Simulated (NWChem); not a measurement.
# CH5Si (SMILES [CH2][SiH3]) at 5 levels

Aim: a comparison of 5 runs (UTPSSh/6-31G*, UTPSSh/6-31+G*, UTPSSh/6-31++G**, UTPSSh/6-311+G**, UTPSSh/6-311++G(2d,2p)) of CH5Si. 

The results are computed with NWChem 7.3.0.

## Step 1: The system as given

The species is CH5Si (7 atoms), meant as a doublet with charge 0. As SMILES, `[CH2][SiH3]`. Geometry: relaxed at PBE0-D4/def2-TZVP.

Bond lengths: C1–Si2 1.840 Å, C1–H3 1.085 Å, C1–H4 1.085 Å, Si2–H5 1.492 Å, Si2–H6 1.487 Å, Si2–H7 1.487 Å. Angles: C1–Si2–H5 111.3°, C1–Si2–H6 110.4°, C1–Si2–H7 110.3°, Si2–C1–H3 122.6°, Si2–C1–H4 122.6°, H5–Si2–H6 107.7°, H5–Si2–H7 107.7°, H6–Si2–H7 109.4°, H3–C1–H4 114.8°.

## Step 2: The charge distribution at UTPSSh/6-31G(d) (spherical functions) (run 1)

Input file ch5si.nw:

```
start ch5si
title "CH5Si"
memory total 2200 mb

geometry noautosym nocenter noautoz
   C    -0.172600   -1.103000    0.047400
   Si    0.132300    0.709800   -0.029000
   H    -1.139000   -1.522200    0.308500
   H     0.588300   -1.834800   -0.203800
   H    -0.191200    1.256600   -1.379100
   H    -0.719700    1.420100    0.961800
   H     1.563100    1.005600    0.248500
end

basis spherical bse
   * library 6-31G*
end

dft
   xc xctpssh
   mult 2
   grid fine
   convergence energy 1e-08
   iterations 100
   mulliken
   noprint "final vectors analysis"
end

property
   dipole
   quadrupole
   mulliken
end

task dft property
```

Run with:

```
$ nwchem ch5si.nw > ch5si.out
```

The log of the run:

```text
[...]
          Wavefunction type:  spin polarized.
          No. of atoms     :     7
          No. of electrons :    25
[...]
          Charge           :     0
          Spin multiplicity:     2
[...]
          AO basis - number of functions:    42
[...]
              XC Information
              --------------
                  TPSS hybrid Method XC Functional
                     Hartree-Fock (Exact) Exchange  0.100
                  TPSS metaGGA Exchange Functional  0.900
             TPSS03 metaGGA Correlation Functional  1.000
[...]
 d= 0,ls=0.0,diis     1   -330.5226385423 -3.87D+02  4.47D-03  2.70D-02     1.0
[...]
 d= 0,ls=0.0,diis    10   -330.5438567989 -1.38D-09  4.48D-07  3.38D-10     8.6
[...]
         Total DFT energy =     -330.543856798892
      One electron energy =     -566.424921589648
           Coulomb energy =      208.081116618621
    Exchange-Corr. energy =      -28.221987129295
 Nuclear repulsion energy =       56.021935301430
[...]
      Total Density - Mulliken Population Analysis
     ---------------------------------------------
    Atom       Charge   Shell Charges
 -----------   ------   -------------------------------------------------------
    1 C    6     6.53   2.00  0.68  1.97  0.73  1.14  0.02
    2 Si  14    13.58   2.00  2.00  5.96  0.97  1.93  0.23  0.33  0.17
    3 H    1     0.82   0.53  0.29
    4 H    1     0.82   0.53  0.29
    5 H    1     1.08   0.51  0.58
    6 H    1     1.09   0.51  0.58
    7 H    1     1.09   0.51  0.58
[...]
      <S2> =      0.7548 (Exact =     0.7500)
[...]
   Dipole moment        0.7763416030 Debye(s)
             DMX       -0.1380662517 DMXEFC        0.0000000000
             DMY       -0.7639658311 DMYEFC        0.0000000000
             DMZ       -0.0004511897 DMZEFC        0.0000000000
   -EFC- dipole         0.0000000000 DEBYE(S)
   Total dipole         0.7763416030 DEBYE(S)
[...]
```

It took 9.3 s on 1 thread of Intel Xeon Platinum 8488C (Sapphire Rapids), shared host; peak memory 0.11 GiB.

Atomic charges (e):

```tsv
atom	Mulliken	Löwdin
C1	-0.532	-0.430
Si2	+0.416	+0.270
H3	+0.185	+0.150
H4	+0.185	+0.150
H5	-0.083	-0.050
H6	-0.085	-0.050
H7	-0.085	-0.050
```

## Step 3: Energy and one-electron properties at UTPSSh/6-31+G(d) (spherical functions) (run 2)

Input file mol.nw:

```
start mol
memory stack 880 mb heap 220 mb global 1100 mb
charge 0
geometry units atomic noautosym nocenter noautoz
   C     -0.32616673    -2.08436792     0.08957302
   Si     0.25001077     1.34132760    -0.05480206
   H     -2.15239806    -2.87654111     0.58298051
   H      1.11172588    -3.46726949    -0.38512618
   H     -0.36131564     2.37462985    -2.60612130
   H     -1.36003589     2.68360007     1.81753859
   H      2.95383091     1.90030859     0.46959694
end
basis "ao basis" spherical bse
   * library 6-31+G*
end
dft
   xc xctpssh
   mult 2
   grid fine
   convergence energy 1e-08
   iterations 100
   mulliken
   noprint "final vectors analysis"
end
property
   dipole
   quadrupole
   mulliken
end
task dft property
```

Run with:

```
$ nwchem mol.nw > mol.out
```

The log of the run:

```text
[...]
          Wavefunction type:  spin polarized.
          No. of atoms     :     7
          No. of electrons :    25
[...]
          Charge           :     0
          Spin multiplicity:     2
[...]
          AO basis - number of functions:    50
[...]
              XC Information
              --------------
                  TPSS hybrid Method XC Functional
                     Hartree-Fock (Exact) Exchange  0.100
                  TPSS metaGGA Exchange Functional  0.900
             TPSS03 metaGGA Correlation Functional  1.000
[...]
 d= 0,ls=0.0,diis     1   -330.5252089025 -3.87D+02  3.94D-03  2.78D-02     1.3
[...]
 d= 0,ls=0.0,diis     8   -330.5471032021  4.69D-09  3.16D-06  3.77D-08     8.6
[...]
         Total DFT energy =     -330.547103202138
      One electron energy =     -566.323947087192
           Coulomb energy =      207.963663176483
    Exchange-Corr. energy =      -28.208750525925
 Nuclear repulsion energy =       56.021931234496
[...]
      Total Density - Mulliken Population Analysis
     ---------------------------------------------
    Atom       Charge   Shell Charges
 -----------   ------   -------------------------------------------------------
    1 C    6     6.60   2.00  0.69  1.97  0.75  1.13 -0.02  0.08  0.02
    2 Si  14    13.56   2.00  2.00  5.96  0.97  1.96  0.24  0.15  0.05  0.07  0.17
    3 H    1     0.79   0.53  0.26
    4 H    1     0.79   0.53  0.26
    5 H    1     1.09   0.51  0.58
    6 H    1     1.09   0.51  0.58
    7 H    1     1.09   0.51  0.58
[...]
      <S2> =      0.7548 (Exact =     0.7500)
[...]
   Dipole moment        0.6831680295 Debye(s)
             DMX       -0.1243248990 DMXEFC        0.0000000000
             DMY       -0.6716794285 DMYEFC        0.0000000000
             DMZ       -0.0104221571 DMZEFC        0.0000000000
   -EFC- dipole         0.0000000000 DEBYE(S)
   Total dipole         0.6831680295 DEBYE(S)
[...]
```

It took 9.3 s on 1 thread of Intel Xeon Platinum 8488C (Sapphire Rapids), shared host; peak memory 0.11 GiB.

Atomic charges (e):

```tsv
atom	Mulliken	Löwdin
C1	-0.600	-0.630
Si2	+0.437	+0.240
H3	+0.214	+0.200
H4	+0.214	+0.200
H5	-0.087	+0.000
H6	-0.089	+0.000
H7	-0.089	+0.000
```

Runs 3 to 4 aren't shown in full; the table further down has their settings and results.

## Step 4: Energy and one-electron properties at UTPSSh/6-311++G(2d,2p) (run 5)

Input file a.nw:

```
start a
memory 2200 mb
charge 0

geometry units bohr noautosym nocenter noautoz
  C   -0.32616673  -2.08436792   0.08957302
  Si   0.25001077   1.34132760  -0.05480206
  H   -2.15239806  -2.87654111   0.58298051
  H    1.11172588  -3.46726949  -0.38512618
  H   -0.36131564   2.37462985  -2.60612130
  H   -1.36003589   2.68360007   1.81753859
  H    2.95383091   1.90030859   0.46959694
end

basis "ao basis" spherical bse
  * library "6-311++G(2d,2p)"
end

dft
  xc xctpssh
  mult 2
  grid fine
  convergence energy 1e-08
  iterations 100
  mulliken
  noprint "final vectors analysis"
end

property
  dipole
  quadrupole
  mulliken
end

task dft property
```

Run with:

```
$ nwchem a.nw > a.out
```

The log of the run:

```text
[...]
          Wavefunction type:  spin polarized.
          No. of atoms     :     7
          No. of electrons :    25
[...]
          Charge           :     0
          Spin multiplicity:     2
[...]
          AO basis - number of functions:   112
[...]
              XC Information
              --------------
                  TPSS hybrid Method XC Functional
                     Hartree-Fock (Exact) Exchange  0.100
                  TPSS metaGGA Exchange Functional  0.900
             TPSS03 metaGGA Correlation Functional  1.000
[...]
 d= 0,ls=0.0,diis     1   -330.5637502279 -3.87D+02  1.55D-03  8.51D-02     3.3
[...]
 d= 0,ls=0.0,diis    10   -330.5887667713 -2.76D-09  2.14D-07  4.54D-10    30.0
[...]
         Total DFT energy =     -330.588766771293
      One electron energy =     -566.506875437247
           Coulomb energy =      208.119711473443
    Exchange-Corr. energy =      -28.223534041984
 Nuclear repulsion energy =       56.021931234496
[...]
      Total Density - Mulliken Population Analysis
     ---------------------------------------------
    Atom       Charge   Shell Charges
 -----------   ------   -------------------------------------------------------
    1 C    6     6.21   1.10  0.89  0.61  0.76  1.41  0.54  0.90 -0.05  0.03  0.01  0.01
    2 Si  14    13.40   0.79  1.18  0.95  1.03  0.78  0.35  1.97  3.90  0.65  1.26  0.21  0.09  0.01  0.04  0.17
    3 H    1     0.96   0.27  0.55  0.09 -0.01  0.01  0.04
    4 H    1     0.96   0.27  0.55  0.09 -0.01  0.01  0.04
    5 H    1     1.15   0.24  0.63  0.27 -0.01  0.00  0.02
    6 H    1     1.17   0.24  0.63  0.27 -0.00  0.00  0.02
    7 H    1     1.17   0.24  0.63  0.27 -0.00  0.00  0.02
[...]
      <S2> =      0.7551 (Exact =     0.7500)
[...]
   Dipole moment        0.6557297730 Debye(s)
             DMX       -0.1189429229 DMXEFC        0.0000000000
             DMY       -0.6448078716 DMYEFC        0.0000000000
             DMZ       -0.0075448675 DMZEFC        0.0000000000
   -EFC- dipole         0.0000000000 DEBYE(S)
   Total dipole         0.6557297730 DEBYE(S)
[...]
```

Wall time 31 s (1 thread of Intel Xeon Platinum 8488C (Sapphire Rapids), shared host); peak memory 0.12 GiB.

Atomic charges (e):

```tsv
atom	Mulliken	Löwdin
C1	-0.206	-0.050
Si2	+0.604	+0.560
H3	+0.043	-0.070
H4	+0.043	-0.070
H5	-0.151	-0.120
H6	-0.166	-0.130
H7	-0.167	-0.130
```

## Step 5: Overview of the runs

```tsv
run	level	energy (Eh)	dipole moment (D)	⟨S²⟩	wall time
1	UTPSSh/6-31G* (spherical functions)	-330.543857	0.78	0.755	9.3 s
2	UTPSSh/6-31+G* (spherical functions)	-330.547103	0.68	0.755	9.3 s
3	UTPSSh/6-31++G** (spherical functions)	-330.553240	0.65	0.755	16 s
4	UTPSSh/6-311+G**	-330.583830	0.61	0.755	19 s
5	UTPSSh/6-311++G(2d,2p)	-330.588767	0.66	0.755	31 s
```

Convergence of the total energy of doublet CH5Si with the basis set, against the last point:

```tsv
basis set	from the last (mEh)	wall time
6-31G*	+44.910	9.3 s
6-31+G*	+41.664	9.3 s
6-31++G**	+35.527	16 s
6-311+G**	+4.937	19 s
6-311++G(2d,2p)	+0.000	31 s
```

Convergence of the dipole moment of doublet CH5Si with the basis set, against the last point:

```tsv
basis set	from the last (D)	wall time
6-31G*	+0.1206	9.3 s
6-31+G*	+0.0274	9.3 s
6-31++G**	-0.0084	16 s
6-311+G**	-0.0475	19 s
6-311++G(2d,2p)	+0.0000	31 s
```

## Step 6: What came out

| quantity | value |
| --- | --- |
| run 5: total energy | -330.58877 Eh |
| run 5: dipole moment | 0.66 D |
| run 5: ⟨S²⟩ | 0.755 |

What this shows: The dipole moment (its size) runs from 0.61 D (UTPSSh/6-311+G**) to 0.78 D (UTPSSh/6-31G*). All runs together took 84 s, the longest 31 s.
